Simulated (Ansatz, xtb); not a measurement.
## CH2B: where a starting geometry ends

The starting geometry of this gas-phase doublet has its atoms placed at random.

```csv
atom,x (Å),y (Å),z (Å)
C,-1.1340,-0.4481,-1.1150
B,0.2295,-1.3379,-0.1295
H,0.3756,-0.0546,-1.0313
H,-0.7638,-1.2558,-0.4769
```

Task: Guess where an optimisation with r2SCAN-D4/def2-SVP ends from this start.

Result: It ends as `[B]=C`. Contacts that open: B2–H4 (1.06 → 2.18 Å). Contacts that close: C1–B2 (1.90 → 1.39 Å), C1–H3 (1.56 → 1.10 Å).

The energy falls by 6.21 eV over 13 steps:

```tsv
step	E − E(last) (eV)
1	6.209
2	4.319
4	1.773
5	1.316
6	1.156
8	0.478
9	0.115
10	0.051
12	0.000
13	0.000
```

Final geometry (Å):

| atom | x (Å) | y (Å) | z (Å) |
| --- | --- | --- | --- |
| C | -0.3437 | -0.7708 | -0.7454 |
| B | 0.1253 | -0.8469 | 0.5654 |
| H | 0.0852 | -0.0694 | -1.4699 |
| H | -1.1596 | -1.4092 | -1.1028 |

From the same start GFN2-xTB ends elsewhere, differing in C1–H3 (2.50 against 1.10 Å here), B2–H3 (1.14 against 2.18 Å here).

From so rough a start the end depends on the optimiser's path, so another program may land elsewhere. No frequencies were run, so the end isn't proven a minimum. Open shells are spin-unrestricted. Run with Ansatz 0.2.0, 30 s on 1 thread of Arm Neoverse V1, with other jobs on the host.
